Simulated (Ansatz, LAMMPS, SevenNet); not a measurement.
# fcc Pd, elastic constant C11

Reference value: 234 GPa (measured, 0 K, extrapolated to 0 K; zero-point effects included; as tabulated in Malica and Corso (2021), arXiv:2109.00459).

| level (code) | value (GPa) | cell (Å³/atom) | difference (%) |
|---|---|---|---|
| EAM u3 (LAMMPS) | 218 | 14.72 | -6.8 |
| SevenNet-l3i5 | 204 | 15.46 | -12.8 |
| LDA (Ansatz) | 271 | 14.15 | +15.8 |
| PBE (Ansatz) | 199 | 15.33 | -15.0 |
| r²SCAN (Ansatz) | 213 | 14.93 | -9.0 |

Closest of the ranked levels: EAM u3 (-6.8 %). Once the reference is moved by up to 3.3 % (a margin picked here for doubts on the reference and the settings, and for temperature and zero-point motion) and values within 1.7 % count as equal, the farthest can be LDA (+15.8 %) or PBE (-15.0 %). Within 20 %: EAM u3, SevenNet-l3i5, LDA, PBE, r²SCAN.

The reference isn't brought to a static lattice, while the calculations are for one, so the differences are not the levels' errors alone. The crystal itself was run without spin with LDA, PBE, r²SCAN; a magnetic state was not tried in these runs. Each level is taken at its own relaxed cell. Cutoffs differ between the levels. Ansatz's density-functional and Hartree–Fock values are scalar-relativistic unless marked +SOC, with PAW data made under PBE.

Empirical potentials (EAM u3) are fitted to chosen data: where that held the value shown, agreement is built in, and what lay outside the fit can be far off. Machine-learned potentials (SevenNet-l3i5) are trained on DFT data: a solid inside that data is no test of them.

Differences are worked out from the printed values.

Ansatz is a program for electronic structure.
